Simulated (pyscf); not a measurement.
Single points on ωB97X-D3(BJ)/def2-SVP structures (PySCF, gas phase).

SMILES: [O]=[W]([OH])([NH2])([Cl])[Cl]
```xyz
9

N      0.0114    -0.7356    -0.0003
W     -0.3001     0.5428    -1.4447
O     -1.1734    -0.0976    -2.7299
O     -1.7331     1.0940    -0.3568
Cl     0.3429     2.7226    -1.8384
Cl     1.8273    -0.1527    -2.0872
H     -0.6840    -0.8944     0.7224
H      0.8088    -1.3599     0.0520
H     -2.6613     1.0702    -0.6227
```

**Question.** What is the homolytic dissociation enthalpy (298 K, ωB97M-D3(BJ)/def2-TZVP) of the N–W bond of H₂N–W(=O)(OH)(Cl)–Cl, to NH₂• + [O=W(OH)(Cl)–Cl]•?

**Answer.** N–W to NH₂• + [O=W(OH)(Cl)–Cl]•: 271.4 kJ/mol. The 7 functionals that were run give +270.0 (M06-2X) to +301.7 kJ/mol (PBE). The radicals are drawn with the spin at the cut bond; how far it spreads was not checked. Other isomers of [O=W(OH)(Cl)–Cl]• were not searched in full and may lie lower. Open-shell species with a d-block atom are single-reference here; other states, and whether the spin sits on metal or ligand, were not checked. Elements past Kr carry the def2 core potentials, without spin-orbit coupling.
